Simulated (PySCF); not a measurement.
Gas-phase reaction: 3 (CH3)2Si + 4 CH3 = 3 ethylsilane + 2 C2H3 (vinyl)

Computed with PySCF (xtb for GFN2) and rigid-rotor harmonic-oscillator thermochemistry at 1 bar. † marks an energy on the PBE0/def2-TZVP geometry and frequencies; other levels use their own. 6-31G* has spherical d functions here. Open shells (unrestricted): CH3 (multiplicity 2), C2H3 (vinyl) (multiplicity 2); the rest are closed-shell singlets. GFN2 has no spin-polarisation term. B3LYP is the form with VWN-RPA correlation. (CH3)2Si: computed as isolated molecules; such fragments, hydroxides, amides, oligomers or adducts are transient or little studied in the gas.

```json
[
 {"level": "B3LYP/6-31G*", "ΔH°(298 K), kJ": "___"},
 {"level": "BLYP/def2-TZVP†", "ΔH°(298 K), kJ": "___"},
 {"level": "GFN2-xTB", "ΔH°(298 K), kJ": "-882"},
 {"level": "M06-2X/def2-TZVP†", "ΔH°(298 K), kJ": "-520"},
 {"level": "PBE/def2-SVP", "ΔH°(298 K), kJ": "___"},
 {"level": "PBE/def2-TZVP†", "ΔH°(298 K), kJ": "-526"},
 {"level": "PBE0/def2-QZVP†", "ΔH°(298 K), kJ": "-519"},
 {"level": "PBE0/def2-TZVP", "ΔH°(298 K), kJ": "-527"},
 {"level": "r2SCAN/def2-TZVP†", "ΔH°(298 K), kJ": "___"},
 {"level": "LDA/def2-TZVP†", "ΔH°(298 K), kJ": "-640"},
 {"level": "ωB97X-V/def2-TZVP†", "ΔH°(298 K), kJ": "-571"}
]
```

### Question
Fill in the missing entries.

### Answer

- B3LYP/6-31G*, ΔH°(298 K), kJ: -522
- BLYP/def2-TZVP†, ΔH°(298 K), kJ: -494
- PBE/def2-SVP, ΔH°(298 K), kJ: -571
- r2SCAN/def2-TZVP†, ΔH°(298 K), kJ: -523
